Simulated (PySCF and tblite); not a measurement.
Values are calculated unless marked as measured or tabulated.
Stationary points of C3H2O2 at PBE0-D3(BJ)/def2-SVP, in Å:

Structure A

```
 1 C     1.834   -0.559    0.333
 2 C     0.694   -0.211    0.126
 3 C    -0.655    0.200   -0.119
 4 O    -1.576   -0.569   -0.521
 5 O    -1.085    1.380    0.038
 6 H     2.848   -0.868    0.517
 7 H    -2.061    0.628   -0.374
```

Structure B

```
 1 C     1.829   -0.517    0.327
 2 C     0.667   -0.275    0.091
 3 C    -0.736   -0.053   -0.212
 4 O    -1.481   -0.906   -0.613
 5 O    -1.098    1.213    0.009
 6 H     2.862   -0.730    0.537
 7 H    -2.040    1.271   -0.217
```

Geometries: PBE0-D3(BJ)/def2-SVP; energies: PBE0/pcSseg-1 + D3(BJ); zero-point and thermal terms from GFN2-xTB harmonic modes (soft modes blended into free rotors).

Q: Which structure is a saddle point, and along which motion?

A: A: one imaginary mode (1781i cm⁻¹ at GFN2-xTB, mostly on H7), along the shift of hydrogen on O5 from O5 to O4.

Q: Give their symmetry and energies above the lowest.

A: A C2v, 33.5 kcal/mol; B Cs, 0.0 kcal/mol.

Tunnelling of the moving H, left out here, will speed the real process. In real samples such hydrogens mostly exchange between molecules or through solvent, far faster than by this path.
